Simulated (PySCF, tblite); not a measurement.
# SiH3Cl: deprotonation

What do calculations give for the deprotonation of SiH3Cl (`[SiH3]Cl`)?

Programs: tblite 0.8.0 and PySCF 2.14.0, with routines of our own; each step states its level. All values are computed. Atoms count from 0.

## Step 1: The system as given

5 atoms, charge 0, multiplicity 1; geometry from: start built from the parent or by distance geometry.

## Step 2: Relaxing the molecule with GFN2-xTB

What the job is given:

```
{"job": {"kind": "relax", "xc": "GFN2-xTB", "basis": "xTB"}, "charge": 0, "multiplicity": 1}
Si    -0.095800    -0.010700     0.000500
Cl     1.962100     0.078400     0.031800
H     -0.488600    -0.995000    -1.018900
H     -0.691600     1.307400    -0.384800
H     -0.668800    -0.374500     1.337000
```

On the command line:

```bash
OMP_NUM_THREADS=1 python redox_run.py task.json out
```

This one command runs all jobs of the session in turn.

Standard output:

```text
step      E/eV     max force
  0    -213.71744    0.823
  1    -213.74024    0.697
  2    -213.77378    0.355
  3    -213.77666    0.184
  4    -213.77917    0.140
  5    -213.78128    0.220
  6    -213.78399    0.236
  7    -213.78549    0.124
  8    -213.78589    0.037
  9    -213.78597    0.037
 10    -213.78605    0.042
 11    -213.78620    0.062
 12    -213.78638    0.057
 13    -213.78649    0.028
 14    -213.78651    0.006
```

It took 0.03 s on 1 thread of Arm Neoverse V2, shared host.

The steps of the relaxation:

```tsv
step	energy from step 0 (eV)	largest force (eV/Å)
0	0.0000	0.8225
1	-0.0228	0.6971
2	-0.0563	0.3555
3	-0.0592	0.1840
4	-0.0617	0.1400
5	-0.0638	0.2198
6	-0.0665	0.2362
7	-0.0680	0.1243
8	-0.0684	0.0373
9	-0.0685	0.0373
10	-0.0686	0.0419
11	-0.0688	0.0619
12	-0.0689	0.0574
13	-0.0690	0.0276
14	-0.0691	0.0064
```

Distances of close pairs at the start and the end, largest changes first:

```tsv
bond	before (Å)	after (Å)	change (Å)
Si0–Cl1	2.060	2.010	-0.050
Si0–H4	1.499	1.458	-0.041
Si0–H3	1.497	1.458	-0.039
Si0–H2	1.470	1.458	-0.012
```

The end geometry stands in the next job.

## Step 3: Infrared spectrum with GFN2-xTB

What the job is given:

```
{"job": {"kind": "ir", "xc": "GFN2-xTB", "basis": "xTB"}, "charge": 0, "multiplicity": 1}
Si    -0.125413    -0.005549    -0.011848
Cl     1.881133     0.097987     0.058796
H     -0.495441    -1.007251    -1.005109
H     -0.635920     1.307988    -0.386619
H     -0.607115    -0.387470     1.310410
```

Standard output:

```text
mode    cm-1     km/mol
  1     513.0     41.73
  2     545.9     41.12
  3     546.2     41.33
  4     777.6    659.24
  5     784.6    145.20
  6     785.2    144.51
  7    2295.4    277.22
  8    2296.3    276.99
  9    2318.4     68.62
ZPE 64.973  H(298)-E 77.121  G(298)-E 1.539 kJ/mol  S 253.50 J/(mol K)
```

It took 0.07 s on 1 thread of Arm Neoverse V2, shared host.

Which atoms move in the most intense modes:

```tsv
cm⁻¹	km/mol	atoms
513	41.7	Si0 51 %, Cl1 47 %
546	41.3	H2 57 %, H4 21 %, H3 12 %
778	659.2	H3 32 %, H2 32 %, H4 31 %
785	145.2	H2 54 %, H3 34 %
785	144.5	H4 57 %, H3 29 %
2295	277.2	H2 66 %, H3 23 %
2296	277.0	H4 53 %, H3 41 %
2318	68.6	H4 36 %, H3 34 %, H2 30 %
```

## Step 4: Relaxing the molecule at PBE0-D3(BJ)/ma-def2-SVP

What the job is given:

```
{"job": {"xc": "PBE0", "basis": "ma-def2-SVP", "d3": "d3bj", "grid": 1, "kind": "geom"}, "charge": 0, "multiplicity": 1}
Si    -0.125413    -0.005549    -0.011848
Cl     1.881133     0.097987     0.058796
H     -0.495441    -1.007251    -1.005109
H     -0.635920     1.307988    -0.386619
H     -0.607115    -0.387470     1.310410
```

Standard output:

```text
step   0  E = -751.02007345  max force = 0.029035
step   1  E = -751.02272395  max force = 0.006827
step   2  E = -751.02286055  max force = 0.000982
step   3  E = -751.02286355  max force = 0.000049
optimisation converged
```

Run time: 2.3 s. Hardware: 1 thread of Arm Neoverse V2, shared host.

Step by step:

```tsv
step	energy from step 0 (eV)	largest force component (eV/Å)
0	0.0000	1.4930
1	-0.0721	0.3511
2	-0.0758	0.0505
3	-0.0759	0.0025
```

Close pairs (by a distance rule), those that changed most:

```tsv
bond	before (Å)	after (Å)	change (Å)
Si0–Cl1	2.010	2.081	+0.070
Si0–H4	1.458	1.487	+0.029
Si0–H3	1.458	1.488	+0.029
Si0–H2	1.458	1.488	+0.029
```

The next job starts from the end point, and lists it.

```tsv
at the end point	value
point group (found at 0.08 Å tolerance)	C3v
rotational constants (GHz, main isotopes)	83.690, 6.489, 6.489
dipole moment (D)	1.79
```

## Step 5: Harmonic vibrations (SiH₃Cl): PBE0-D3(BJ)/ma-def2-SVP

What the job is given:

```
{"job": {"xc": "PBE0", "basis": "ma-def2-SVP", "d3": "d3bj", "grid": 2, "kind": "hessian"}, "charge": 0, "multiplicity": 1}
Si    -0.127053    -0.004038    -0.014140
Cl     1.949461     0.104872     0.062096
H     -0.502527    -1.025145    -1.028585
H     -0.647688     1.335403    -0.398196
H     -0.620449    -0.394979     1.333575
```

Standard output:

```text
coarse grid: 5112 points
cycle   1  E = -750.9294176788  dE = -1.078e-01  |g| = 2.026e-01  |ddm| = 1.875e+00
cycle   2  E = -750.9284981297  dE =  9.195e-04  |g| = 2.126e-01  |ddm| = 5.543e-01
cycle   3  E = -750.9422401210  dE = -1.374e-02  |g| = 9.405e-03  |ddm| = 2.929e-01
cycle   4  E = -750.9422680691  dE = -2.795e-05  |g| = 2.025e-03  |ddm| = 2.010e-02
cycle   5  E = -750.9422693413  dE = -1.272e-06  |g| = 3.183e-04  |ddm| = 4.009e-03
final grid: 39792 points
cycle   6  E = -751.0228454273  dE = -3.168e-06  |g| = 1.158e-03  |ddm| = 8.470e-03
cycle   7  E = -751.0228455012  dE = -7.390e-08  |g| = 1.070e-03  |ddm| = 2.956e-03
cycle   8  E = -751.0228458179  dE = -3.167e-07  |g| = 7.758e-05  |ddm| = 1.390e-03
cycle   9  E = -751.0228458199  dE = -1.981e-09  |g| = 2.150e-05  |ddm| = 1.337e-04
cycle  10  E = -751.0228458201  dE = -1.482e-10  |g| = 3.776e-06  |ddm| = 3.778e-05
cycle  11  E = -751.0228458201  dE = -3.070e-12  |g| = 2.728e-07  |ddm| = 7.098e-06
converged SCF energy = -751.0228458201

mode    cm-1
  1     540.7
  2     651.1
  3     651.4
  4     938.4
  5     938.8
  6     939.1
  7    2260.4
  8    2274.9
  9    2275.1
ZPE 68.605  H(298)-E 80.106  G(298)-E 5.229 kJ/mol  S 251.14 J/(mol K)
```

Wall time 10 s (1 thread of Arm Neoverse V2, shared host); peak memory 0.72 GiB.

Zero-point energy 68.61 kJ/mol (xTB gave 64.97).

## Step 6: Single point (SiH₃Cl): wB97X-D3(BJ)/ma-def2-TZVP

Geometry: PBE0-D3(BJ)/ma-def2-SVP.

What the job is given:

```
{"job": {"kind": "sp", "xc": "wB97X", "basis": "ma-def2-TZVP", "d3": "d3bj", "grid": 2}, "charge": 0, "multiplicity": 1}
Si    -0.127053    -0.004038    -0.014140
Cl     1.949461     0.104872     0.062096
H     -0.502527    -1.025145    -1.028585
H     -0.647688     1.335403    -0.398196
H     -0.620449    -0.394979     1.333575
```

Standard output:

```text
coarse grid: 5112 points
cycle   1  E = -751.5712579251  dE = -1.584e-01  |g| = 2.819e-01  |ddm| = 1.484e+00
cycle   2  E = -751.5883226598  dE = -1.706e-02  |g| = 1.984e-01  |ddm| = 3.959e-01
cycle   3  E = -751.5969758754  dE = -8.653e-03  |g| = 1.909e-02  |ddm| = 1.545e-01
cycle   4  E = -751.5970922920  dE = -1.164e-04  |g| = 5.482e-03  |ddm| = 2.428e-02
cycle   5  E = -751.5971058320  dE = -1.354e-05  |g| = 1.038e-03  |ddm| = 9.302e-03
cycle   6  E = -751.5971062274  dE = -3.954e-07  |g| = 2.569e-04  |ddm| = 1.789e-03
final grid: 39792 points
cycle   7  E = -751.5942036660  dE = -1.086e-05  |g| = 4.284e-03  |ddm| = 9.996e-03
cycle   8  E = -751.5942045254  dE = -8.594e-07  |g| = 2.130e-03  |ddm| = 2.927e-03
cycle   9  E = -751.5942049915  dE = -4.661e-07  |g| = 1.726e-04  |ddm| = 1.433e-03
cycle  10  E = -751.5942049987  dE = -7.105e-09  |g| = 3.873e-05  |ddm| = 1.450e-04
converged SCF energy = -751.5942049987
```

Wall time 0.98 s (1 thread of Arm Neoverse V2, shared host).

## Step 7: Single point (SiH2Cl−): wB97X-D3(BJ)/ma-def2-TZVP

Geometry: PBE0-D3(BJ)/ma-def2-SVP.

What the job is given:

```
{"job": {"kind": "sp", "xc": "wB97X", "basis": "ma-def2-TZVP", "d3": "d3bj", "grid": 2}, "charge": -1, "multiplicity": 1}
Si    -0.270348    -0.169957    -0.195555
Cl     1.977726     0.102328     0.071243
H     -0.574511     1.346623    -0.263043
H     -0.570843    -0.239569     1.321648
```

Standard output:

```text
coarse grid: 4488 points
cycle   1  E = -750.9767422102  dE = -3.528e-01  |g| = 2.729e-01  |ddm| = 1.341e+00
cycle   2  E = -750.9983405952  dE = -2.160e-02  |g| = 1.958e-01  |ddm| = 5.482e-01
cycle   3  E = -751.0060691284  dE = -7.729e-03  |g| = 2.305e-02  |ddm| = 1.726e-01
cycle   4  E = -751.0063978331  dE = -3.287e-04  |g| = 6.911e-03  |ddm| = 7.839e-02
cycle   5  E = -751.0064766383  dE = -7.881e-05  |g| = 2.628e-03  |ddm| = 4.544e-02
cycle   6  E = -751.0064877321  dE = -1.109e-05  |g| = 1.131e-03  |ddm| = 1.693e-02
cycle   7  E = -751.0064897870  dE = -2.055e-06  |g| = 3.444e-04  |ddm| = 7.363e-03
final grid: 34416 points
cycle   8  E = -751.0035703084  dE = -1.084e-05  |g| = 4.650e-03  |ddm| = 1.002e-02
cycle   9  E = -751.0035714021  dE = -1.094e-06  |g| = 2.491e-03  |ddm| = 3.633e-03
cycle  10  E = -751.0035721156  dE = -7.135e-07  |g| = 1.875e-04  |ddm| = 1.744e-03
cycle  11  E = -751.0035721280  dE = -1.240e-08  |g| = 4.883e-05  |ddm| = 2.961e-04
cycle  12  E = -751.0035721307  dE = -2.723e-09  |g| = 1.765e-05  |ddm| = 2.075e-04
converged SCF energy = -751.0035721307
```

Wall time 0.87 s (1 thread of Arm Neoverse V2, shared host).

## Step 8: Deprotonation: wB97X-D3(BJ)/ma-def2-TZVP

This step combines the energies above: geometries from PBE0-D3(BJ)/ma-def2-SVP, zero-point and thermal terms from PBE0-D3(BJ)/ma-def2-SVP.

What the job is given:

```
{"job": {"kind": "ac", "geom": {"xc": "PBE0", "basis": "ma-def2-SVP", "d3": "d3bj", "grid": 1}, "hess": 1, "level": {"xc": "wB97X", "basis": "ma-def2-TZVP", "d3": "d3bj"}}, "charge": 0, "multiplicity": 1}
Si    -0.127053    -0.004038    -0.014140
Cl     1.949461     0.104872     0.062096
H     -0.502527    -1.025145    -1.028585
H     -0.647688     1.335403    -0.398196
H     -0.620449    -0.394979     1.333575
```

Output (the driver's rows laid out field by field):

```text
deprotonation site by site, wB97X-D3(BJ)/ma-def2-TZVP // PBE0-D3(BJ)/ma-def2-SVP

row 1
  formula                 ClH2Si
  charge                  -1
  multiplicity            1
  smiles                  [SiH2-]Cl
  kept                    yes
  pieces                  1
  point_group             Cs
  atom                    0
  element                 Si
  electronic              1550.71
  enthalpy                1527.74
  free_energy             1492.41
  share_gas               1.0
```

Run time: 24 s. Hardware: 1 thread of Arm Neoverse V2, shared host.

Energy needed to remove a proton (kJ/mol, gas phase, 298 K for the thermal columns):

```tsv
site	product	electronic	enthalpy	free energy
Si0	[SiH2-]Cl	1550.7	1527.7	1492.4
```

## Step 9: Single point (SiH3Cl): wavefunction

Geometry: PBE0-D3(BJ)/ma-def2-SVP.

What the job is given:

```
{"job": {"kind": "sp", "xc": "CCSD(T)", "basis": "ma-def2-TZVP", "grid": 2}, "charge": 0, "multiplicity": 1}
Si    -0.127053    -0.004038    -0.014140
Cl     1.949461     0.104872     0.062096
H     -0.502527    -1.025145    -1.028585
H     -0.647688     1.335403    -0.398196
H     -0.620449    -0.394979     1.333575
```

Method: wavefunction single point, frozen core, gas phase.

Standard output:

```text
final grid: 39792 points
cycle   1  E = -750.2129373147  dE = -1.780e-01  |g| = 2.927e-01  |ddm| = 1.456e+00
cycle   2  E = -750.2432869285  dE = -3.035e-02  |g| = 1.225e-01  |ddm| = 3.463e-01
cycle   3  E = -750.2473074657  dE = -4.021e-03  |g| = 2.779e-02  |ddm| = 1.133e-01
cycle   4  E = -750.2476845366  dE = -3.771e-04  |g| = 5.493e-03  |ddm| = 3.795e-02
cycle   5  E = -750.2477015814  dE = -1.704e-05  |g| = 1.164e-03  |ddm| = 8.116e-03
cycle   6  E = -750.2477026199  dE = -1.038e-06  |g| = 3.506e-04  |ddm| = 2.286e-03
cycle   7  E = -750.2477027178  dE = -9.789e-08  |g| = 8.558e-05  |ddm| = 8.203e-04
cycle   8  E = -750.2477027237  dE = -5.935e-09  |g| = 2.153e-05  |ddm| = 2.270e-04
converged SCF energy = -750.2477027237
E(HF, exact integrals) = -750.2477503861
E(MP2) = -750.5553064507
E(CCSD) = -750.5953375353
E(CCSD(T)) = -750.6077237799
T1 diagnostic = 0.0090
```

It took 14 s on 1 thread of Arm Neoverse V2, shared host; peak memory 0.67 GiB.

## Step 10: Deprotonation: CCSD(T)/ma-def2-TZVP

This step combines the energies above: geometries from PBE0-D3(BJ)/ma-def2-SVP, zero-point and thermal terms from PBE0-D3(BJ)/ma-def2-SVP.

What the job is given:

```
{"job": {"kind": "ac", "geom": {"xc": "PBE0", "basis": "ma-def2-SVP", "d3": "d3bj", "grid": 1}, "hess": 1, "level": {"xc": "CCSD(T)", "basis": "ma-def2-TZVP"}}, "charge": 0, "multiplicity": 1}
Si    -0.127053    -0.004038    -0.014140
Cl     1.949461     0.104872     0.062096
H     -0.502527    -1.025145    -1.028585
H     -0.647688     1.335403    -0.398196
H     -0.620449    -0.394979     1.333575
```

Output (the driver's rows laid out field by field):

```text
deprotonation site by site, CCSD(T)/ma-def2-TZVP // PBE0-D3(BJ)/ma-def2-SVP

row 1
  formula                 ClH2Si
  charge                  -1
  multiplicity            1
  smiles                  [SiH2-]Cl
  kept                    yes
  pieces                  1
  point_group             Cs
  atom                    0
  element                 Si
  electronic              1540.92
  enthalpy                1517.95
  free_energy             1482.62
  share_gas               1.0
```

Run time: 25 s. Hardware: 1 thread of Arm Neoverse V2, shared host; peak memory 0.62 GiB.

Some single points behind these values are not shown above.

Energy needed to remove a proton (kJ/mol, gas phase, 298 K for the thermal columns):

```tsv
site	product	electronic	enthalpy	free energy
Si0	[SiH2-]Cl	1540.9	1518.0	1482.6
```

## Step 11: Single point (SiH₃Cl): wavefunction

Geometry: PBE0-D3(BJ)/ma-def2-SVP.

What the job is given:

```
{"job": {"kind": "sp", "xc": "MP2", "basis": "ma-def2-TZVP", "grid": 2}, "charge": 0, "multiplicity": 1}
Si    -0.127053    -0.004038    -0.014140
Cl     1.949461     0.104872     0.062096
H     -0.502527    -1.025145    -1.028585
H     -0.647688     1.335403    -0.398196
H     -0.620449    -0.394979     1.333575
```

Method: wavefunction single point, frozen core, gas phase.

Standard output:

```text
final grid: 39792 points
cycle   1  E = -750.2129373147  dE = -1.780e-01  |g| = 2.927e-01  |ddm| = 1.456e+00
cycle   2  E = -750.2432869285  dE = -3.035e-02  |g| = 1.225e-01  |ddm| = 3.463e-01
cycle   3  E = -750.2473074657  dE = -4.021e-03  |g| = 2.779e-02  |ddm| = 1.133e-01
cycle   4  E = -750.2476845366  dE = -3.771e-04  |g| = 5.493e-03  |ddm| = 3.795e-02
cycle   5  E = -750.2477015814  dE = -1.704e-05  |g| = 1.164e-03  |ddm| = 8.116e-03
cycle   6  E = -750.2477026199  dE = -1.038e-06  |g| = 3.506e-04  |ddm| = 2.286e-03
cycle   7  E = -750.2477027178  dE = -9.789e-08  |g| = 8.558e-05  |ddm| = 8.203e-04
cycle   8  E = -750.2477027237  dE = -5.935e-09  |g| = 2.153e-05  |ddm| = 2.270e-04
converged SCF energy = -750.2477027237
E(HF, exact integrals) = -750.2477503861
E(MP2) = -750.5553064416
```

Wall time 1.3 s (1 thread of Arm Neoverse V2, shared host).

## Step 12: Deprotonation: MP2/ma-def2-TZVP

This step combines the energies above: geometries from PBE0-D3(BJ)/ma-def2-SVP, zero-point and thermal terms from PBE0-D3(BJ)/ma-def2-SVP.

What the job is given:

```
{"job": {"kind": "ac", "geom": {"xc": "PBE0", "basis": "ma-def2-SVP", "d3": "d3bj", "grid": 1}, "hess": 1, "level": {"xc": "MP2", "basis": "ma-def2-TZVP"}}, "charge": 0, "multiplicity": 1}
Si    -0.127053    -0.004038    -0.014140
Cl     1.949461     0.104872     0.062096
H     -0.502527    -1.025145    -1.028585
H     -0.647688     1.335403    -0.398196
H     -0.620449    -0.394979     1.333575
```

Output (the driver's rows laid out field by field):

```text
deprotonation site by site, MP2/ma-def2-TZVP // PBE0-D3(BJ)/ma-def2-SVP

row 1
  formula                 ClH2Si
  charge                  -1
  multiplicity            1
  smiles                  [SiH2-]Cl
  kept                    yes
  pieces                  1
  point_group             Cs
  atom                    0
  element                 Si
  electronic              1543.14
  enthalpy                1520.17
  free_energy             1484.85
  share_gas               1.0
```

It took 2.4 s on 1 thread of Arm Neoverse V2, shared host.

Some single points behind these values are not shown above.

Energy needed to remove a proton (kJ/mol, gas phase, 298 K for the thermal columns):

```tsv
site	product	electronic	enthalpy	free energy
Si0	[SiH2-]Cl	1543.1	1520.2	1484.8
```

## Step 13: Single point (SiH3Cl): HF/ma-def2-TZVP

Geometry: PBE0-D3(BJ)/ma-def2-SVP.

What the job is given:

```
{"job": {"kind": "sp", "xc": "HF", "basis": "ma-def2-TZVP", "grid": 2}, "charge": 0, "multiplicity": 1}
Si    -0.127053    -0.004038    -0.014140
Cl     1.949461     0.104872     0.062096
H     -0.502527    -1.025145    -1.028585
H     -0.647688     1.335403    -0.398196
H     -0.620449    -0.394979     1.333575
```

Standard output:

```text
final grid: 39792 points
cycle   1  E = -750.2129373147  dE = -1.780e-01  |g| = 2.927e-01  |ddm| = 1.456e+00
cycle   2  E = -750.2432869285  dE = -3.035e-02  |g| = 1.225e-01  |ddm| = 3.463e-01
cycle   3  E = -750.2473074657  dE = -4.021e-03  |g| = 2.779e-02  |ddm| = 1.133e-01
cycle   4  E = -750.2476845366  dE = -3.771e-04  |g| = 5.493e-03  |ddm| = 3.795e-02
cycle   5  E = -750.2477015814  dE = -1.704e-05  |g| = 1.164e-03  |ddm| = 8.116e-03
cycle   6  E = -750.2477026199  dE = -1.038e-06  |g| = 3.506e-04  |ddm| = 2.286e-03
cycle   7  E = -750.2477027178  dE = -9.789e-08  |g| = 8.558e-05  |ddm| = 8.203e-04
cycle   8  E = -750.2477027237  dE = -5.935e-09  |g| = 2.153e-05  |ddm| = 2.270e-04
converged SCF energy = -750.2477027237
```

It took 0.28 s on 1 thread of Arm Neoverse V2, shared host.

## Step 14: Deprotonation: HF/ma-def2-TZVP

This step combines the energies above: geometries from PBE0-D3(BJ)/ma-def2-SVP, zero-point and thermal terms from PBE0-D3(BJ)/ma-def2-SVP.

What the job is given:

```
{"job": {"kind": "ac", "geom": {"xc": "PBE0", "basis": "ma-def2-SVP", "d3": "d3bj", "grid": 1}, "hess": 1, "level": {"xc": "HF", "basis": "ma-def2-TZVP"}}, "charge": 0, "multiplicity": 1}
Si    -0.127053    -0.004038    -0.014140
Cl     1.949461     0.104872     0.062096
H     -0.502527    -1.025145    -1.028585
H     -0.647688     1.335403    -0.398196
H     -0.620449    -0.394979     1.333575
```

Output (the driver's rows laid out field by field):

```text
deprotonation site by site, HF/ma-def2-TZVP // PBE0-D3(BJ)/ma-def2-SVP

row 1
  formula                 ClH2Si
  charge                  -1
  multiplicity            1
  smiles                  [SiH2-]Cl
  kept                    yes
  pieces                  1
  point_group             Cs
  atom                    0
  element                 Si
  electronic              1564.4
  enthalpy                1541.43
  free_energy             1506.1
  share_gas               1.0
```

It took 0.59 s on 1 thread of Arm Neoverse V2, shared host.

Some single points behind these values are not shown above.

Energy needed to remove a proton (kJ/mol, gas phase, 298 K for the thermal columns):

```tsv
site	product	electronic	enthalpy	free energy
Si0	[SiH2-]Cl	1564.4	1541.4	1506.1
```

## Step 15: Summary of results

```
                                            quantity                  value
           strongest single infrared mode (GFN2-xTB)   778 cm⁻¹, 659 km/mol
                        zero-point energy (GFN2-xTB)          15.5 kcal/mol
                                         point group                    C3v
                rotational constants (main isotopes)  83.69, 6.49, 6.49 GHz
ΔH of deprotonation, Si0 (wB97X-D3(BJ)/ma-def2-TZVP)          1527.7 kJ/mol
     ΔH of deprotonation, Si0 (CCSD(T)/ma-def2-TZVP)          1518.0 kJ/mol
         ΔH of deprotonation, Si0 (MP2/ma-def2-TZVP)          1520.2 kJ/mol
          ΔH of deprotonation, Si0 (HF/ma-def2-TZVP)          1541.4 kJ/mol
```

All 9 modes are real, so the xTB geometry is a minimum. The strongest single mode, at 778 cm⁻¹, has its largest shares on H3, H2 and H4 (the list is cut at 3 atoms). Unscaled tight-binding wavenumbers are off by several per cent, some by more. Its intensities can rank the bands wrongly. Over 3 steps the energy fell by 0.076 eV; of the close pairs, Si0–Cl1 changed most, 2.010 to 2.081 Å (PBE0/ma-def2-SVP). The ΔH of deprotonation at Si0 is 1527.7 kJ/mol at wB97X-D3(BJ)/ma-def2-TZVP; zero-point and thermal terms move it by -23.0 kJ/mol from the electronic value.
